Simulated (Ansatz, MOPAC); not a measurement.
Gas-phase reaction in SMILES: Br[Se]Br [bromo selenohypobromite] + 2 [H][H] (H2) → 2 Br (HBr) + [SeH2] (H2Se)

Wanted: energy of full hydrogenation (enthalpy at 298 K), in kcal/mol. Conventions: LANL2DZ with its own core potentials from Na on; dispersion terms only where a functional's name holds one; non-relativistic; spin-orbit terms left out. First-principles rows: single points at B3LYP-D3(BJ) geometries (Ansatz, an electronic-structure program), with unscaled harmonic terms from B3LYP/6-31G* (LANL2DZ past Ar) (Ansatz) at its own minima. Semi-empirical rows: MOPAC heats of formation at their own minima for 298 K.

```
species        coefficient  E at B3LYP/LANL2DZ (Ansatz), Eh  E at PBE0/def2-TZVPD (Ansatz), Eh  H(298 K) - E, kcal/mol  heat of formation at PM6 (MOPAC), kcal/mol
-------------  -----------  -------------------------------  ---------------------------------  ----------------------  ------------------------------------------
Br[Se]Br                -1                        -35.53241                        -7549.00905                    4.30                                       -4.96
[H][H] (H2)             -2                         -1.17442                           -1.16825                    8.44                                      -25.73
Br (HBr)                +2                        -13.75611                        -2574.45907                    5.49                                      -15.73
[SeH2] (H2Se)           +1                        -10.40728                        -2402.46285                   10.47                                       -2.81
```

 1 Eh = 627.5095 kcal/mol.

Question: Work the quantity out at each level.

Answer: 
- B3LYP/LANL2DZ: the sum of coefficient times E is -0.03825 Eh, or -24.00 kcal/mol; the thermal terms add 0.27. Result: -23.7 kcal/mol.
- PBE0/def2-TZVPD: the sum of coefficient times E is -0.03544 Eh, or -22.24 kcal/mol; the thermal terms add 0.27. Result: -22.0 kcal/mol.
- PM6: the sum of coefficient times heat of formation is 22.15 kcal/mol; it needs no thermal term.
